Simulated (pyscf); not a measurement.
## Routes from HO–SiH₂–OH + HF

Candidate steps break at most two bonds and form at most two. Each was searched with GFN2-xTB (tblite) first. Single points on ωB97X-D3(BJ)/def2-SVP structures (PySCF, gas phase). Energies: ωB97M-D3(BJ)/def2-TZVP, eV, from the separated reactants, singlet surface; ΔG‡ with ideal gas, 1 atm, RRHO with modes under 100 cm⁻¹ raised to 100, one conformer, R ln 2 for chiral ones without a mode under 150 cm⁻¹.

```tsv
products	type	ΔE‡	ΔE	ΔG‡ 298 K	ΔG‡ 900 K	ν‡ (cm⁻¹)
H₂O + HO–SiH₂–F	four-centre exchange	0.54	-0.44	1.01	1.97	574i
HO–SiH(OH)–F + H₂	four-centre exchange	0.99	-1.53	1.39	2.31	1000i
```

Row 1: On the reactant side the descent ends in a bound adduct, 0.41 eV under the separated species and 0.97 eV under the saddle at ωB97X-D3(BJ)/def2-TZVP. On the product side the descent ends in a complex (not fully relaxed), 0.18 eV under the separated species and 1.18 eV under the saddle at ωB97X-D3(BJ)/def2-TZVP. 

Plain bond fissions and candidates not yet searched are not listed, and one of them may be faster. Each barrier is that of the saddle found; lower ones may exist.
